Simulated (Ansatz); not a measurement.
Results of rVV10 (PAW; Ansatz, a program for electronic structure) for bcc Cs.

Settings: plane-wave cutoff 500 eV, 18×18×18 k mesh, Fermi–Dirac smearing 0.1 eV, scalar-relativistic PAW data made under PBE.

Computed at the level's own relaxed cell.

Q: Predict the equilibrium volume per atom and lattice parameter a.

A: 
- equilibrium volume per atom = 100.30 Å³/atom
- lattice parameter a = 5.854 Å

Measured, for comparison: equilibrium volume per atom 110.12 Å³/atom, lattice constant a 6.039 Å (low-temperature or extrapolated to 0 K; zero-point anharmonic expansion removed; as tabulated in Csonka et al. (2009), arXiv:0903.4037). Computed (rounded) less measured: equilibrium volume per atom -8.9 %, lattice constant a -3.1 %.

Spin–orbit coupling is not included.

The computed numbers hold no vibrational or temperature effects.
